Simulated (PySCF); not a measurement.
Structure with atom numbers: `[CH3:1][CH2:2][CH2:3][CH:4]=[O:5]`. Each H is labelled by its parent atom.

Fast rotation and ring inversion assumed for equivalent nuclei, in vacuum, single conformer, non-relativistic Hamiltonian. NMR shieldings at PBE0/pcSseg-1/GIAO; geometry: GFN2-xTB; J couplings at B3LYP/pcJ-1 (without the spin–dipole term); PySCF.

List the cross peaks expected in HSQC, COSY and HMBC spectra.

Answers



HSQC (one-bond C–H):
| δH | δC | ¹J(C,H) (Hz) |
| --- | --- | --- |
| 10.21 (H(C4)) | 205.9 (C4) | 169 |
| 2.33 (H(C3)) | 52.9 (C3) | 132 |
| 1.60 (H(C2)) | 19.1 (C2) | 136 |
| 0.99 (H(C1)) | 15.6 (C1) | 131 |

COSY cross peaks (|J| ≥ 2 Hz):
| δH | δH | abs. J (Hz) | bonds |
| --- | --- | --- | --- |
| 2.33 (H(C3)) | 1.60 (H(C2)) | 6.9 | 3 |
| 1.60 (H(C2)) | 0.99 (H(C1)) | 8.0 | 3 |

HMBC (two and three bonds, |J| ≥ 2.5 Hz):
| δH | δC [abs. J in Hz] |
| --- | --- |
| 10.21 (H(C4)) | 52.9 (C3) [25.8], 19.1 (C2) [3.5] |
| 2.33 (H(C3)) | 205.9 (C4) [4.9], 19.1 (C2) [3.2], 15.6 (C1) [2.6] |
| 1.60 (H(C2)) | 52.9 (C3) [3.8], 15.6 (C1) [3.3] |
| 0.99 (H(C1)) | 52.9 (C3) [5.7], 19.1 (C2) [3.7] |

Referencing at the same level of theory: ¹H (31.72 ppm), ¹³C (186.93 ppm) against TMS.

Short H···H contacts in this conformer between protons four or more bonds apart (candidates for NOE cross peaks, intensity ∝ r⁻⁶): H(C1)···H(C3) 2.59 Å.

Unscaled 3J(H,H) at this level run about 10 % above measured values. Shifts are as computed. Against solution values, carbons near 30 ppm lie about +3 ppm off and those near 130 ppm about +5 ppm. Of 1211 compounds with measured shifts, 218 miss one by over three times the rms of a fit or turn the order of signals round; such compounds aren't used in these exercises. Couplings across =CH–CH2 type bonds come from one rotamer and its mirror image, and can be 1–2 Hz further off. Chain 3J(H,H) values assume equally populated staggered rotamers: (2 J gauche + J anti)/3.
